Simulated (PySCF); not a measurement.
## B: ionisation energy

B [He] 2s2 2p1 (2P) → B⁺ [He] 2s2 (1S), as a difference of total energies. Computed with PySCF 2.14 in aug-cc-pCVTZ-DK (7s6p4d2f, 59 functions), with scalar relativity by spin-free X2C-1e. Correlated levels: valence: 1s2 frozen. The calculations carry no spin-orbit coupling.

| method | ionisation energy (eV) | error (eV) |
| --- | --- | --- |
| UHF | 8.033 | -0.264 |
| MP2 (valence) | 8.261 | -0.036 |
| SCS-MP2 (valence) | 8.228 | -0.069 |
| CCSD (valence) | 8.173 | -0.124 |
| CCSD(T) (valence) | 8.211 | -0.086 |
| CCSDT (valence) | 8.222 | -0.075 |

Reference: 8.297 eV (measured; NIST levels, between the centres of gravity of the two terms).

Errors of the correlated levels include the incompleteness of this basis and the frozen core.
